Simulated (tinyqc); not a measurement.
Inside a calculation. Method: RHF in the sto-3g basis, for BH3, spin multiplicity 1. One step of it, computed by the program tinyqc.

Problem. Orthogonalisation. S = U s U^T; symmetric (Loewdin) form X = U s^(-1/2) U^T, so that X^T S X = 1.

overlap S:
```
           1B 1s     1B 2s     1B 2px     1B 2py     1B 2pz      2H 1s      3H 1s      4H 1s
1B 1s   1.000000  0.269328   0.000000   0.000000   0.000000   0.070726   0.070793   0.070793
1B 2s   0.269328  1.000000   0.000000   0.000000   0.000000   0.489885   0.490101   0.490101
1B 2px  0.000000  0.000000   1.000000   0.000000   0.000000   0.497132  -0.248507  -0.248507
1B 2py  0.000000  0.000000   0.000000   1.000000   0.000000   0.000000   0.430718  -0.430718
1B 2pz  0.000000  0.000000   0.000000   0.000000   1.000000  -0.001282  -0.001283  -0.001283
2H 1s   0.070726  0.489885   0.497132   0.000000  -0.001282   1.000000   0.116533   0.116533
3H 1s   0.070793  0.490101  -0.248507   0.430718  -0.001283   0.116533   1.000000   0.116503
4H 1s   0.070793  0.490101  -0.248507  -0.430718  -0.001283   0.116533   0.116503   1.000000
```

Give: eigenvalues of S; X.

Solution.

eigenvalues of S: 0.2390  0.3298  0.3301  0.9507  1.0000  1.5533  1.5537  2.0434

X:
```
          1B 1s    1B 2s   1B 2px   1B 2py   1B 2pz    2H 1s    3H 1s    4H 1s
1B 1s    1.0336  -0.1833   0.0000   0.0000   0.0001   0.0280   0.0280   0.0280
1B 2s   -0.1833   1.4772  -0.0001   0.0000  -0.0011  -0.3686  -0.3689  -0.3689
1B 2px   0.0000  -0.0001   1.2267   0.0000   0.0000  -0.3812   0.1906   0.1906
1B 2py   0.0000   0.0000   0.0000   1.2270   0.0000   0.0000  -0.3304   0.3304
1B 2pz   0.0001  -0.0011   0.0000   0.0000   1.0000   0.0009   0.0009   0.0009
2H 1s    0.0280  -0.3686  -0.3812   0.0000   0.0009   1.2973  -0.0187  -0.0187
3H 1s    0.0280  -0.3689   0.1906  -0.3304   0.0009  -0.0187   1.2976  -0.0188
4H 1s    0.0280  -0.3689   0.1906   0.3304   0.0009  -0.0187  -0.0188   1.2976
```
